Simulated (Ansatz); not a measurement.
**Worked example: building the atomization energy of O3, singlet**

Measured: the G2/97 heats of formation, with zero-point and thermal terms from B3LYP taken off, give an electronic atomization energy of 146.8 kcal/mol (Curtiss et al., J. Chem. Phys. 106, 1063 (1997); Staroverov et al., J. Chem. Phys. 119, 12129 (2003)). The calculation below tries to reproduce it.

Geometry (MP2(full)/6-31G*, from the G2/97 set):

```json
{"atom": "O", "x (Å)": "0.0000", "y (Å)": "1.1038", "z (Å)": "-0.2285"}
{"atom": "O", "x (Å)": "0.0000", "y (Å)": "0.0000", "z (Å)": "0.4571"}
{"atom": "O", "x (Å)": "0.0000", "y (Å)": "-1.1038", "z (Å)": "-0.2285"}
```

Atomization energies (atoms less molecule, kcal/mol) from Ansatz 0.2.0, frozen cores, restricted molecule, unrestricted atoms (their steps beyond CCSDT(Q) from restricted open-shell runs), sets cc-pVDZ, cc-pVTZ, cc-pVQZ:

```
   level      DZ      TZ      QZ
      HF  -76.63  -66.87  -66.12
 CCSD(T)  112.64  131.74  138.06
   CCSDT  112.44  130.64       –
CCSDT(Q)  117.24  135.77       –
  CCSDTQ  116.11       –       –
```

Task: Extrapolate Hartree–Fock with exp(−5.46 √X) and the CCSD(T) correlation part with X⁻³ (X = 3, 4), add each higher step from the largest set that has it, and compare with the measured value.

Result: Hartree–Fock: -66.12 + (-66.12 − -66.87) × 0.301 = -65.89.
Correlation: TZ 198.61, QZ 204.18; (64 × 204.18 − 27 × 198.61) / 37 = 208.24.
Full triples (TZ): 130.64 − 131.74 = -1.10.
(Q) (TZ): 135.77 − 130.64 = 5.13.
Full quadruples (DZ): 116.11 − 117.24 = -1.13.
Sum: 145.3 kcal/mol, 1.5 below the measured 146.8.

The steps beyond CCSD(T) add 2.90 kcal/mol, while going from QZ to the limit adds 4.29. Core correlation, scalar relativity, spin–orbit terms and the relaxation from this MP2 geometry are missing from the sum, and the measured value has its own uncertainty.
